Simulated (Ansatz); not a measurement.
Reaction (SMILES): [PH2] (PH2) → 2 H atom + P atom
B3LYP-D3(BJ)/def2-TZVP geometries, fixed; electronic energies without zero-point terms.
Largest species:
```
P
H 1 1.4234
H 1 1.4234 2 91.73
```
Charge 0, spin multiplicity 2.

Basis-set convergence of the atomisation energy at PBE with Ansatz (an electronic-structure program). Cartesian d functions, on some or all atoms, in 6-31G*, 6-31G**, 6-311G**; all else is spherical. The program fits the integrals of some runs and decomposes those of others, by size. Open shells are unrestricted. No added dispersion term, no relativity. Functions are those of the species that has most. Reference: the value in aug-cc-pV(5+d)Z, 154.67 kcal/mol, itself unsure by roughly 0.04 kcal/mol (its mean distance from pcseg-4, aug-pcseg-3, aug-cc-pV(Q+d)Z). Deviations are taken from unrounded values.

| basis | functions | atomisation energy (kcal/mol) | minus reference (kcal/mol) |
|---|---|---|---|
| STO-3G | 11 | 206.45 | 51.78 |
| 3-21G | 17 | 139.13 | -15.54 |
| 6-31G | 17 | 136.52 | -18.15 |
| 6-31G* | 23 | 150.79 | -3.88 |
| 6-31G** | 29 | 152.74 | -1.93 |
| cc-pV(D+d)Z | 33 | 152.45 | -2.22 |
| 6-311G** | 39 | 152.01 | -2.66 |
| aug-pcseg-1 | 45 | 151.74 | -2.93 |
| cc-pV(T+d)Z | 67 | 154.59 | -0.08 |
| aug-pcseg-2 | 96 | 154.24 | -0.43 |
| cc-pV(Q+d)Z | 124 | 154.70 | 0.03 |
| aug-pcseg-3 | 187 | 154.60 | -0.07 |
| cc-pV(5+d)Z | 210 | 154.66 | -0.01 |

The smallest set listed that lies within 1 kcal/mol of the reference with all its larger relatives (same family, alike in diffuse functions; a set with none counts only in the reference's own line) is cc-pV(T+d)Z (67 functions, -0.08 kcal/mol off).
